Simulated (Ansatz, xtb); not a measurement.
**C5H10O: which of two isomers lies lower**

Structure I: `CO[C@@H]1C[C@@H]1C`, a singlet. Structure II: `CO[C@@H]1C[C@H]1C`, a singlet. Both are isolated molecules in the gas phase, relaxed with PBE-D3(BJ)/def2-SVP; the shapes shown needn't be the lowest conformers.

I (Å):

```yaml
atoms:
  - { symbol: C, position_ang: [2.4319, 0.9406, 1.6637] }
  - { symbol: C, position_ang: [1.5249, 1.6952, -0.3524] }
  - { symbol: C, position_ang: [0.3801, 1.6245, -1.3166] }
  - { symbol: C, position_ang: [1.5466, 0.6609, -1.4703] }
  - { symbol: C, position_ang: [1.3551, -0.8073, -1.1598] }
  - { symbol: O, position_ang: [1.2593, 1.2930, 0.9577] }
  - { symbol: H, position_ang: [2.9699, 0.0855, 1.1912] }
  - { symbol: H, position_ang: [2.1293, 0.6495, 2.6884] }
  - { symbol: H, position_ang: [3.1464, 1.7962, 1.7347] }
  - { symbol: H, position_ang: [2.2306, 2.5484, -0.4300] }
  - { symbol: H, position_ang: [0.2444, 2.4389, -2.0446] }
  - { symbol: H, position_ang: [-0.5548, 1.2057, -0.9106] }
  - { symbol: H, position_ang: [2.2416, 0.8787, -2.3000] }
  - { symbol: H, position_ang: [2.3271, -1.3237, -1.0165] }
  - { symbol: H, position_ang: [0.7645, -0.9334, -0.2308] }
  - { symbol: H, position_ang: [0.8176, -1.3276, -1.9795] }
```

II (Å):

```xyz
16

C     2.6295    0.8945    1.8177
C     2.2374    1.0260   -0.4782
C     1.5788    1.8273   -1.5604
C     0.7680    0.8049   -0.7792
C     0.2829   -0.4693   -1.4317
O     2.6114    1.7190    0.6722
H     1.6271    0.4518    2.0319
H     2.9336    1.5221    2.6781
H     3.3577    0.0530    1.7178
H     2.9378    0.2165   -0.7778
H     1.4085    2.8914   -1.3369
H     1.8395    1.6057   -2.6076
H     0.0911    1.2432   -0.0249
H    -0.6436   -0.3003   -2.0197
H     0.0665   -1.2565   -0.6796
H     1.0442   -0.8753   -2.1297
```

Task: Which of the two would you expect CCSD(T)/def2-SVP + ΔMP2/def2-TZVPP electronic energies to favour?

Result: CCSD(T)/def2-SVP + ΔMP2/def2-TZVPP gives E(II) − E(I) = −1.15 kJ/mol, slightly favouring structure II, which is too small a margin to settle the true order.

Level by level:

| level | geometry | E(II) − E(I) (kJ/mol) | departure from the last row (kJ/mol) | job, with rough time for the two |
| --- | --- | --- | --- | --- |
| GFN2-xTB | GFN2-xTB | −2.52 | −1.37 | optimisation, 0.44 s |
| HF/STO-3G | GFN2-xTB | −2.09 | −0.94 | single point, 0.63 s |
| r2SCAN-D4/def2-SVP | GFN2-xTB | +0.16 | +1.31 | single point, 4.5 s |
| PBE-D3(BJ)/def2-SVP | PBE-D3(BJ)/def2-SVP | −0.60 | +0.55 | optimisation, 22 s |
| HF/def2-SVP | PBE-D3(BJ)/def2-SVP | −2.44 | −1.29 | part of the CCSD(T) run |
| MP2/def2-SVP | PBE-D3(BJ)/def2-SVP | −0.33 | +0.82 | part of the CCSD(T) run |
| CCSD(T)/def2-SVP | PBE-D3(BJ)/def2-SVP | −0.26 | +0.89 | single point |
| CCSD(T)/def2-SVP + ΔMP2/def2-TZVPP | PBE-D3(BJ)/def2-SVP | −1.15 |  | single point, 89 s |

As drawn, both hold the same kinds of bond in the same numbers.

The largest departure from CCSD(T)/def2-SVP + ΔMP2/def2-TZVPP is that of GFN2-xTB, 1.37 kJ/mol. The last row adds to CCSD(T) the change of the MP2 difference between the two basis sets, here −0.89 kJ/mol.

With thermal terms from frequencies at re-optimised GFN2-xTB minima (ideal gas, soft modes damped towards free rotors, one conformer each, 298.15 K, 1 atm): on the last row, ΔE + ΔZPE = −1.70, ΔH = −1.35, ΔG = −2.54 kJ/mol.

The correlated steps freeze 6 core orbitals. Codes used: Ansatz 0.2.0, xtb 6.7.1; the last row on 2 threads of Intel(R) Xeon(R) Processor @ 2.70GHz on a shared host.
